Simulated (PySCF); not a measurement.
**The first ionisation energy along the second row**

All values are computed (PySCF 2.14, energy differences of UHF-based or UKS calculations, no spin-orbit coupling). Values in eV. The last column holds reference values (NIST; (s) semi-empirical, (t) theoretical, else measured). Unmarked ones compare directly (S terms, centres of terms, or small fine structure); those marked * lie between the lowest fine-structure levels and include a spin-orbit shift.

```tsv
element	configurations	UHF	LDA	MP2 (valence)	SCS-MP2 (valence and next inner shell)	CCSD (valence)	CCSD(T) (valence)	reference
Li (aug-cc-pCVTZ-DK, spin-free X2C)	[He] 2s1 → 1s2	5.343	5.473	n/a	5.371	n/a	n/a	5.392
Be (aug-cc-pCVTZ-DK, spin-free X2C)	[He] 2s2 → [He] 2s1	8.044	9.027	8.826	9.008	9.290	9.290	9.323
B (aug-cc-pCVTZ-DK, spin-free X2C)	[He] 2s2 2p1 → [He] 2s2	8.033	8.637	8.261	8.232	8.173	8.211	8.297
C (aug-cc-pCVTZ-DK, spin-free X2C)	[He] 2s2 2p2 → [He] 2s2 2p1	10.793	11.684	11.249	11.127	11.151	11.179	11.262
N (aug-cc-pCVTZ-DK, spin-free X2C)	[He] 2s2 2p3 → [He] 2s2 2p2	13.888	15.002	14.582	14.336	14.441	14.467	14.545
O (aug-cc-pCVTZ-DK, spin-free X2C)	[He] 2s2 2p4 → [He] 2s2 2p3	12.022	14.000	13.335	13.446	13.368	13.418	13.608
F (aug-cc-pCVTZ-DK, spin-free X2C)	[He] 2s2 2p5 → [He] 2s2 2p4	15.656	17.962	17.306	17.303	17.195	17.257	17.427
Ne (aug-cc-pCVTZ-DK, spin-free X2C)	[Ne] → [He] 2s2 2p5	19.670	22.197	21.651	21.512	21.374	21.446	21.597
```

Which of these methods has the smallest mean absolute error against the measured values here?

CCSD(T) (valence), with 0.113 eV.

```json
{"method": "UHF", "elements": "8", "mean error (eV)": "-1.000", "mean absolute error (eV)": "1.000", "largest error (eV)": "-1.927"}
{"method": "LDA", "elements": "8", "mean error (eV)": "0.317", "mean absolute error (eV)": "0.390", "largest error (eV)": "0.600"}
{"method": "MP2 (valence)", "elements": "7", "mean error (eV)": "-0.121", "mean absolute error (eV)": "0.147", "largest error (eV)": "-0.496"}
{"method": "SCS-MP2 (valence and next inner shell)", "elements": "8", "mean error (eV)": "-0.140", "mean absolute error (eV)": "0.140", "largest error (eV)": "-0.314"}
{"method": "CCSD (valence)", "elements": "7", "mean error (eV)": "-0.152", "mean absolute error (eV)": "0.152", "largest error (eV)": "-0.240"}
{"method": "CCSD(T) (valence)", "elements": "7", "mean error (eV)": "-0.113", "mean absolute error (eV)": "0.113", "largest error (eV)": "-0.190"}
```

Errors include the incompleteness of the basis and the frozen core.

"Valence" correlates the outer s and p shells and, in groups 3 to 12 and the f block, the outer d or f shell, open or full, or the next shell where the ion has no valence electron left; the wider scheme adds the next inner shell.
